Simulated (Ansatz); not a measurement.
**PH, triplet: reading a ladder of total energies**

Geometry: that of the PH, singlet, kept fixed.

```xyz
2

P     0.0000    0.0000    0.0000
H     0.0000    0.0000    1.4274
```

Basis aug-cc-pVTZ; Ansatz 0.2.0. Only valence electrons are correlated (noble-gas cores frozen), which leaves 6 electrons in 68 orbitals. R marks a restricted (for open shells ROHF) determinant, U an unrestricted one.

Full CI isn't at hand for all of this; UCCSDT(Q) serves as the reference, and is uncertain by about the last step of the cluster series.

Runs differ by some tens of microhartree through their thresholds and, for an open shell, their frozen cores, so steps under 0.03 kcal/mol mean nothing.

| level | total energy (hartree) |
| --- | --- |
| UHF | -341.298177 |
| UMP2 | -341.406260 |
| UCCSD | -341.430117 |
| UCCSD(T) | -341.434887 |
| UCCSDT | -341.435819 |
| UCCSDT(Q) | -341.435963 |

**Question.** What is the correlation energy at UCCSDT(Q), and what share of it do UMP2 and UCCSD recover?

**Answer.** E(corr) = -341.435963 − (-341.298177) = -0.137786 hartree = -3.749 eV. UMP2: -0.108083 / -0.137786 = 78.44 %. UCCSD: -0.131940 / -0.137786 = 95.76 %.

**Question.** By how many kcal/mol does UCCSD(T) miss UCCSDT(Q) (1 hartree = 627.509 kcal/mol), and which steps make up the rest?

**Answer.** -341.434887 − (-341.435963) = 0.001076 hartree = 0.68 kcal/mol. Steps: UCCSDT − UCCSD(T) = -0.58, UCCSDT(Q) − UCCSDT = -0.09 kcal/mol. That is within 1 kcal/mol of the reference in this basis, which itself misses far more of the correlation at the basis-set limit.
